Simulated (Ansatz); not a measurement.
A made-up structure of CH3AlSi, closed shell:

```json
{"atom": "C1", "x (Å)": "-0.7015", "y (Å)": "-0.6140", "z (Å)": "-0.2773"}
{"atom": "Si2", "x (Å)": "0.4708", "y (Å)": "0.7937", "z (Å)": "-0.9900"}
{"atom": "Al3", "x (Å)": "0.4220", "y (Å)": "-0.0338", "z (Å)": "1.4094"}
{"atom": "H4", "x (Å)": "-1.5734", "y (Å)": "-1.3584", "z (Å)": "-0.6800"}
{"atom": "H5", "x (Å)": "0.5143", "y (Å)": "1.3523", "z (Å)": "-2.5767"}
{"atom": "H6", "x (Å)": "0.8679", "y (Å)": "-0.1397", "z (Å)": "3.1144"}
```

It is relaxed with PBE-D4/def2-SVP and then PBE0-D4/def2-TZVP (Ansatz 0.2.0). Atoms count as bonded within 1.22 times the sum of their covalent radii (H–H: 0.88 Å). The end point is not checked to be a true minimum.

Question: Does its bonding change? (Judge from chemistry; the calculation decides.)

Answer: By the calculation: No: no bond forms or breaks.

Where it ends: The first stage lowers the energy by 1.20 eV in 4 steps. It ends as CH₃AlSi ([CH]1[AlH][SiH]1):
```
6
angstrom
C -0.6264 -0.5483 -0.2475
Si 0.4204 0.7087 -0.8838
Al 0.3769 -0.0301 1.2584
H -1.4050 -1.2128 -0.6076
H 0.4590 1.2072 -2.3003
H 0.7751 -0.1246 2.7809
```

Labels in which every atom is bracketed show which atoms are joined, not bond orders.

For scale, one of the runs: PBE0-D4/def2-TZVP relaxation, 123 basis functions, launched by `ansatz run in.yaml --threads 2 --pin off --events-out ev --progress --plain --max-ram 4352MiB`. The run took about 12 s on 2 CPU threads of an Arm Neoverse V1 (shared host).
